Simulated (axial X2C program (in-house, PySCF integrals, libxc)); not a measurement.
**Nuclear properties of HSiH⁻**

Calculated with an axial X2C code built on PySCF integrals: two-component X2C with atomic mean-field Coulomb and Gaunt terms, Gaussian nuclei, basis H dyall-v3z, Si dyall-v3z with contracted cores.

H–Si–H held linear, with bonds 1.665 and 1.665 Å (near the PBE0 minimum at charge -1 of the determinant lowest at the starting distance; the state shown can have its own minimum elsewhere, held linear; other orders of the atoms were not compared).

Determinant lowest in the PBE0 search, Ω = 3/2 (⟨Sz⟩ = 1.50, ⟨Lz⟩ = 0.00 at PBE0), spin on the atoms H 0.18, Si 1.13, H 0.18:

```json
{"level": "PBE0", "A∥/gI H (MHz)": "26.9", "qzz H (a.u.)": "0.07", "A∥/gI Si (MHz)": "280", "qzz Si (a.u.)": "-0.29"}
{"level": "HF", "A∥/gI H (MHz)": "28.5", "qzz H (a.u.)": "0.08", "A∥/gI Si (MHz)": "318", "qzz Si (a.u.)": "-0.17"}
{"level": "B3LYP", "A∥/gI H (MHz)": "30.2", "qzz H (a.u.)": "0.07", "A∥/gI Si (MHz)": "305", "qzz Si (a.u.)": "-0.25"}
```

A∥ (defined per Ω) follows by multiplying with gI = μI/(I μN); qzz is the electric field gradient, eQq0 = 234.96 MHz × Q/barn × qzz. The operators were transformed with the bare-nucleus X2C matrices; with these basis sets, hyperfine constants and field gradients can be off by tens of per cent, and where levels differ in sign neither size nor sign is settled.

Q: With gI(1H) = 5.5857, gI(29Si) = -1.1106 (g factors from the IAEA table of nuclear moments by Stone), turn the PBE0 values of the first state into constants in MHz.

A: A∥(1H) = 26.9 × 5.5857 = 150 MHz; A∥(29Si) = 280 × -1.1106 = -311 MHz.

The molecule was held linear; bending was not examined, so a bent shape may lie lower.

Each state is one determinant with collinear spin, which with several unpaired electrons need not be a pure state. Unrestricted Hartree–Fock can overshoot spin polarisation at the nuclei. For an anion, determinants above electron detachment, or with a positive highest level, are held by the basis set. This is the top spin component of a Σ state; components of lower Ω are not single determinants and can lie lower. With several open shells hyperfine constants can be off by a factor of several. The search compared states at one distance, so a state with another bond length can lie lower. Further determinants of the search, some of them spin-mixed, are not shown.
